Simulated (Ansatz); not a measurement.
# SiCl (sextet): from Hartree-Fock to the top rungs, cc-pVDZ

How much of the correlation energy of SiCl (sextet) does each wave-function method recover here?

Computed with Ansatz 0.2.0, Gaussian basis. Level: cc-pVDZ, core rule «outside noble gas», up to 10 orbitals frozen.

The runs, in order: UHF; CCSD(T) on ROHF; CCSD(T) on UHF; BCCD(T) on ROHF; CISD; CCSDT(Q) on ROHF; CCSDT(Q) on UHF; CCSDTQ on ROHF; CCSDTQ on UHF; CASSCF and MRCISD+Q, 11 electrons in 8 orbitals; CASSCF and NEVPT4(SD), 11 electrons in 8 orbitals; CASSCF and NEVPT2, 11 electrons in 8 orbitals.

10 further runs of the same task are left out: 3 for a known fault of the program, 2 that didn't finish, 5 set aside as unsound or not needed.

## (1) What is computed

The geometry is a PBE0/def2-TZVP stationary point (not a proven minimum) of the parent state, kept for this charge and spin.

2 atoms, charge 0, spin multiplicity 6.

Atoms are counted from 1 here; the program's logs count them from 0.

Bond lengths: Si1–Cl2 2.058 Å.

## (2) UHF

File in.yaml:

```yaml
crystal:
  periodic: [false, false, false]
  atoms:
    - {symbol: Si, position_ang: [0.000000, 0.000000, 0.000000]}
    - {symbol: Cl, position_ang: [0.000000, 0.000000, 2.057900]}
basis:
  gaussian: {orbitals: cc-pVDZ}
magnetization: {spin_polarized: true, initial_magnetization: 5}
hamiltonian: {xc: hf}
output: {orbitals: {seedname: orbitals}}
```

On the command line:

```console
> ansatz run in.yaml --threads 1 --pin off --events-out ev --progress --plain --max-ram 4096MiB --backend cpu
```

Further steps of the session: CCSD(T) on ROHF; CCSD(T) on UHF; BCCD(T) on ROHF; CISD; CCSDT(Q) on ROHF; CCSDT(Q) on UHF; CCSDTQ on ROHF; CCSDTQ on UHF; CASSCF and MRCISD+Q, 11 electrons in 8 orbitals; CASSCF and NEVPT4(SD), 11 electrons in 8 orbitals; CASSCF and NEVPT2, 11 electrons in 8 orbitals.

Q: Predict the results of all the runs planned. Wanted: UCCSDTQ below the RHF energy; RMP2 from UCCSDTQ; UMP2 from UCCSDTQ; RCCSD from UCCSDTQ; RCCSD(T) from UCCSDTQ; UCCSD(T) from UCCSDTQ; RCCSDT(Q) from UCCSDTQ; UCCSDT(Q) from UCCSDTQ; NEVPT2 valence from UCCSDTQ.

As calculated:

| quantity | value |
| --- | --- |
| UCCSDTQ below the RHF energy | -4.8089 eV |
| RMP2 from UCCSDTQ | +721.1 meV |
| UMP2 from UCCSDTQ | +747.1 meV |
| RCCSD from UCCSDTQ | +100.1 meV |
| RCCSD(T) from UCCSDTQ | +20.7 meV |
| UCCSD(T) from UCCSDTQ | +20.2 meV |
| RCCSDT(Q) from UCCSDTQ | +0.8 meV |
| UCCSDT(Q) from UCCSDTQ | +0.4 meV |
| NEVPT2 valence from UCCSDTQ | +1219.5 meV |
| NEVPT4(SD) valence from UCCSDTQ | +133.3 meV |
| MRCISD+Q valence from UCCSDTQ | +30.5 meV |
| levels within 1 kcal/mol (43 meV) | RCCSD(T), UCCSD(T), BCCD(T), RCCSDT, UCCSDT, RCCSDT(Q), UCCSDT(Q), RCCSDTQ, MRCISD+Q valence |
| T1 diagnostic | 0.016 |
| effectively unpaired electrons | 5.00 |

What this shows: RCCSD(T) misses by +20.7 meV, 0.4 % of the correlation energy. One determinant dominates. Of the multireference levels listed MRCISD+Q valence comes nearest in total energy (+30.5 meV), which doesn't show that its space is the better one. These misses are within one basis, not against nature; the frozen cores of restricted and unrestricted runs differ, which can shift their rows.
